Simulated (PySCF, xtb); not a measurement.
CH3S, SMILES C[S], multiplicity 2.

Harmonic wavenumbers (cm⁻¹) from GFN2-xTB (xtb) at its own minimum, in rising order: 759, 903, 903, 1305, 1422, 1422, 3015, 3019, 3021.

Question: What does PBE-D3(BJ)/def2-TZVP run with PySCF give at its own minimum? (The exact figures need the calculation; the answer reports its results.)

Answer: 540, 714, 823, 1272, 1301, 1415, 2940, 3012, 3040. Paired by order, the mean absolute difference is 83 cm⁻¹ and the zero-point energies are 22.5 and 21.5 kcal/mol.
